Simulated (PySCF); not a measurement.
Working out the ionisation energy of Al

Al [Ne] 3s2 3p1 (2P) → Al⁺ [Ne] 3s2 (1S). Calculation: PySCF 2.14, in x2c-TZVPPall; the spin-free X2C one-electron Hamiltonian (Gaussian nucleus). Frozen: [Ne]. Energies in hartree (1 hartree = 27.21139 eV):

```tsv
part	Al (lower)	Al⁺ (upper)
UHF	-242.310108	-242.104750
CCSD correlation	-0.050668	-0.039191
(T)	-0.001134	0.000000
```

What does Hartree-Fock give?

(-242.104750) − (-242.310108) = 0.205358 hartree = 5.588 eV.

What do CCSD and CCSD(T) give?

The CCSD correlation energies differ by 0.011477 hartree = 0.312 eV and the triples by 0.001134 hartree = 0.031 eV, so CCSD gives 5.900 eV and CCSD(T) 5.931 eV.

Measured between the centres of the two terms (NIST): 5.977 eV, so CCSD(T) (valence) is off by -0.046 eV.

What remains against the reference includes basis incompleteness, the frozen core and higher excitations.
